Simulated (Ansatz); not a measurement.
**Bend profile**

SiHSF (SMILES F[Si]S), singlet, at its PBE0-D4/def2-TZVP minimum:

F1  (-1.139, -0.029, 1.062)
Si2  (0.081, 0.989, 0.769)
S3  (0.996, -0.001, -0.912)
H4  (0.117, -1.020, -0.939)
(Å)

The angle H4–S3–Si2 (95.0° at the minimum) is set to the values below, H4, with anything bonded beyond it, turning rigidly in the plane of the angle. Each method's energies count from its own value at the PBE0-D4 minimum structure. Ansatz 0.2.0; basis: def2-TZVPP; cores frozen in the correlated methods. B3LYP uses VWN-RPA correlation.

```
angle (°)  CCSD(T) (kcal/mol)  r2SCAN-D4 (kcal/mol)  B3LYP-D4 (kcal/mol)  wB97M-V (kcal/mol)  HF (kcal/mol)
     77.0                3.17                  3.00                 3.61                3.16           5.37
     81.5                1.71                  1.62                 2.04                1.71           3.20
     86.0                0.72                  0.68                 0.94                0.73           1.60
     90.5                0.16                  0.16                 0.27                0.17           0.55
     95.0                0.00                  0.00                 0.00                0.00           0.00
     99.5                0.20                  0.19                 0.09                0.19          -0.08
    104.0                0.73                  0.69                 0.53                0.71           0.29
    108.5                1.59                  1.50                 1.29                1.54           1.08
    113.0                2.73                  2.58                 2.34                2.66           2.26
```

Minimum and curvature along this coordinate at CCSD(T): A fifth-order fit through the nearest points gives 94.7°, with a curvature of about 0.78 meV/deg².

Largest difference from the CCSD(T) curve over the scan: PBE-D4 0.36; PBE0-D4 0.16; MP2 0.37 kcal/mol. Each curve counts from its own value at the minimum.

No T1 diagnostic of these runs exceeds 0.016. The restricted Hartree–Fock reference is unstable towards an unrestricted one here.

For scale, one of the runs: CCSD(T)/def2-TZVPP, 129 basis functions (an equivalent command: `ansatz run in.yaml --threads 2`). Hardware: 2 CPU threads, shared host. Wall time about 7 s.
